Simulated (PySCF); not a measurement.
# Scalar relativity in P (phosphorus, neutral)

[Ne] 3s2 3p3, high-spin 4S determinant; UHF calculated with PySCF 2.14 in dyall-av3z (19s12p3d2f, 84 functions), once non-relativistic with a point nucleus and once with spin-free X2C-1e and a Gaussian nucleus.

```
shell  ε non-rel. (eV)  ε X2C (eV)  rms r non-rel. (bohr, spins averaged)  rms r X2C (bohr, spins averaged)  change of radius (%)
 1s α          -2176.4     -2182.4                                 0.1204                            0.1198                 -0.46
 1s β          -2175.8     -2181.8                                 0.1204                            0.1198                 -0.46
 2s α          -204.68     -205.67                                 0.5621                            0.5601                 -0.36
 2s β          -204.08     -205.07                                 0.5621                            0.5601                 -0.36
 2p α          -147.53     -147.50                                 0.5402                            0.5396                 -0.10
 2p β          -146.40     -146.36                                 0.5402                            0.5396                 -0.10
 3s α          -22.757     -22.834                                  2.089                             2.084                 -0.28
 3s β          -15.136     -15.221                                  2.089                             2.084                 -0.28
 3p α          -10.670     -10.656                                  2.526                             2.526                  0.02
```

The total energy goes from -340.7190 to -341.5369 hartree.

Ionisation energy, P [Ne] 3s2 3p3 (4S) → P⁺ [Ne] 3s2 3p2 (3P) (eV):

```tsv
method	non-relativistic	spin-free X2C	shift
UHF	9.910	9.897	-0.013
LDA	10.580	10.567	-0.013
PBE	10.493	10.480	-0.013
PBE0	10.532	10.520	-0.013
r2SCAN	10.638	10.627	-0.012
TPSSh	10.526	10.513	-0.013
CAM-B3LYP	10.389	10.375	-0.014
MP2 (valence)	10.493	10.480	-0.013
SCS-MP2 (valence)	10.315	10.302	-0.013
CCSD (valence)	10.426	10.414	-0.012
CCSD(T) (valence)	10.472	10.460	-0.012
```

Relativity contracts and stabilises s shells directly. The contracted s shells screen the nucleus better, so for spin-averaged p shells the direct and indirect effects partly cancel.
